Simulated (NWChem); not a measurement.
Program: NWChem. System: butadiene (C$_{4}$H$_{6}$), charge 0, spin multiplicity 1, at a geometry optimised with PBE0/def2-SVP. Level: RHF/def2-TZVP.

Input file:

```
start mol
memory heap 200 mb stack 900 mb global 1100 mb
geometry units angstroms nocenter noautoz
  C     -1.727995    -0.662814     0.000000
  C     -0.700062     0.197314     0.000000
  C      0.700062    -0.197314     0.000000
  C      1.727995     0.662814     0.000000
  H     -1.563242    -1.745056     0.000000
  H     -2.764317    -0.316901     0.000000
  H     -0.902269     1.275467     0.000000
  H      0.902269    -1.275467     0.000000
  H      2.764317     0.316901     0.000000
  H      1.563242     1.745056     0.000000
  symmetry group C2h
end
basis spherical
  * library def2-tzvp
end
scf
  rhf
  nopen 0
  maxiter 100
  thresh 1e-7
  semidirect memsize 60000000 filesize 0
end
task scf energy
```

Output (cleaned and shortened):

```
             Northwest Computational Chemistry Package (NWChem) 7.3.0
             --------------------------------------------------------

                                NWChem Input Module
                                -------------------

 Scaling coordinates for geometry "geometry" by  1.889725989
 (inverse scale =  0.529177249)

 Turning off AUTOSYM since
 SYMMETRY directive was detected!

                             Geometry "geometry" -> ""
                             -------------------------

 Output coordinates in angstroms (scale by  1.889725989 to convert to a.u.)

  No.       Tag          Charge          X              Y              Z
 ---- ---------------- ---------- -------------- -------------- --------------
    1 C                    6.0000    -1.72799500    -0.66281400     0.00000000
    2 C                    6.0000    -0.70006200     0.19731400     0.00000000
    3 C                    6.0000     0.70006200    -0.19731400     0.00000000
    4 C                    6.0000     1.72799500     0.66281400     0.00000000
    5 H                    1.0000    -1.56324200    -1.74505600     0.00000000
    6 H                    1.0000    -2.76431700    -0.31690100     0.00000000
    7 H                    1.0000    -0.90226900     1.27546700     0.00000000
    8 H                    1.0000     0.90226900    -1.27546700     0.00000000
    9 H                    1.0000     2.76431700     0.31690100     0.00000000
   10 H                    1.0000     1.56324200     1.74505600     0.00000000

 Effective nuclear repulsion energy (a.u.)     103.4646516301

            Nuclear Dipole moment (a.u.)
            ----------------------------
        X                 Y               Z
 ---------------- ---------------- ----------------
     0.0000000000    -0.0000000000     0.0000000000

      Symmetry information
      --------------------

 Group name             C2h
 Group number             21
 Group order               4
 No. of unique centers     5

      Symmetry unique atoms

     1    2    5    6    7


 Summary of "ao basis" -> "" (spherical)
 ------------------------------------------------------------------------------
[...]
   Bfn.  Coefficient  Atom+Function         Bfn.  Coefficient  Atom+Function
  ----- ------------  ---------------      ----- ------------  ---------------
    14      0.567069   1 C  pz              107      0.567069   4 C  pz
    45     -0.374084   2 C  pz               76     -0.374084   3 C  pz
     8      0.204459   1 C  pz              101      0.204459   4 C  pz
    11      0.166922   1 C  pz              104      0.166922   4 C  pz
    39     -0.160043   2 C  pz               70     -0.160043   3 C  pz

 Vector   17  Occ=0.000000D+00  E= 1.673092D-01  Symmetry=bu
              MO Center=  1.4D-13, -1.7D-13,  3.2D-16, r^2= 8.9D+00
   Bfn.  Coefficient  Atom+Function         Bfn.  Coefficient  Atom+Function
  ----- ------------  ---------------      ----- ------------  ---------------
   139      1.847134   7 H  s               145     -1.847134   8 H  s
    36     -1.653298   2 C  s                67      1.653298   3 C  s
   127     -1.457794   5 H  s               157      1.457794  10 H  s
     5      0.779815   1 C  s                98     -0.779815   4 C  s
    13     -0.561695   1 C  py              106     -0.561695   4 C  py

 Vector   18  Occ=0.000000D+00  E= 1.752756D-01  Symmetry=ag
              MO Center= -1.8D-14,  2.6D-13,  3.3D-17, r^2= 1.1D+01
   Bfn.  Coefficient  Atom+Function         Bfn.  Coefficient  Atom+Function
  ----- ------------  ---------------      ----- ------------  ---------------
     5      3.848520   1 C  s                98      3.848520   4 C  s
    44      2.621554   2 C  py               75     -2.621554   3 C  py
   139     -2.312321   7 H  s               145     -2.312321   8 H  s
   133     -1.287926   6 H  s               151     -1.287926   9 H  s
   127     -1.231757   5 H  s               157     -1.231757  10 H  s

 center of mass
 --------------
 x =  -0.00000000 y =  -0.00000000 z =   0.00000000

 moments of inertia (a.u.)
 ------------------
          75.341385193233        -103.981023003893           0.000000000000
        -103.981023003893         376.370126219444           0.000000000000
           0.000000000000           0.000000000000         451.711511412677

  Mulliken analysis of the total density
  --------------------------------------

    Atom       Charge   Shell Charges
 -----------   ------   -------------------------------------------------------
    1 C    6     6.27   0.85  1.12  0.50  0.60  0.13  1.22  1.29  0.48  0.02  0.05  0.01
    2 C    6     6.11   0.85  1.12  0.50  0.58  0.10  1.23  1.33  0.28  0.02  0.08  0.01
    3 C    6     6.11   0.85  1.12  0.50  0.58  0.10  1.23  1.33  0.28  0.02  0.08  0.01
    4 C    6     6.27   0.85  1.12  0.50  0.60  0.13  1.22  1.29  0.48  0.02  0.05  0.01
    5 H    1     0.87   0.26  0.50  0.09  0.02
    6 H    1     0.87   0.26  0.49  0.09  0.02
    7 H    1     0.88   0.26  0.50  0.10  0.02
    8 H    1     0.88   0.26  0.50  0.10  0.02
    9 H    1     0.87   0.26  0.49  0.09  0.02
   10 H    1     0.87   0.26  0.50  0.09  0.02

       Multipole analysis of the density wrt the origin
       ------------------------------------------------

     L   x y z        total         open         nuclear
     -   - - -        -----         ----         -------
     0   0 0 0     -0.000000      0.000000     30.000000

     1   1 0 0      0.000000      0.000000      0.000000
     1   0 1 0     -0.000000      0.000000     -0.000000
     1   0 0 1      0.000000      0.000000      0.000000

     2   2 0 0    -17.340713      0.000000    226.802469
     2   1 1 0      0.050241      0.000000     60.682302
     2   1 0 1     -0.000000      0.000000      0.000000
     2   0 2 0    -17.003023      0.000000     54.580104
     2   0 1 1     -0.000000      0.000000      0.000000
     2   0 0 2    -22.136259      0.000000      0.000000

 Task  times  cpu:        6.2s     wall:        6.2s

 Total times  cpu:        6.2s     wall:        6.2s
```
